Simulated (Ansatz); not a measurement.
## Several solutions for singlet SO

```xyz
2

S     0.0000    0.0000    0.0000
O     0.0000    0.0000    2.6820
```

Basis set: 6-31G (spherical functions). Charge 0, multiplicity 1.

UHF was run from several starts with Ansatz (development build ahead of 0.2.0).

```
run  program                        start  converged  energy (hartree)  <S²>
  A   Ansatz      stability test followed        yes        -472.18272  1.93
  B   Ansatz  search for the lowest state        yes        -472.25017  1.96
  C   Ansatz      atomic start, no search        yes        -472.05685  0.00
```

(1) Which runs reached the lowest solution of this kind, and what is wrong with the others?

Results:

(1) B reached the lowest solution found. Converged but too high: A by 1.84 eV, C by 5.26 eV. Convergence only shows a stationary point, and even a stable one can lie too high; stability tests and further starts are what find lower ones. Caution: another spin multiplicity may lie lower. Caution: the unrestricted determinant is a mixture of spin states.
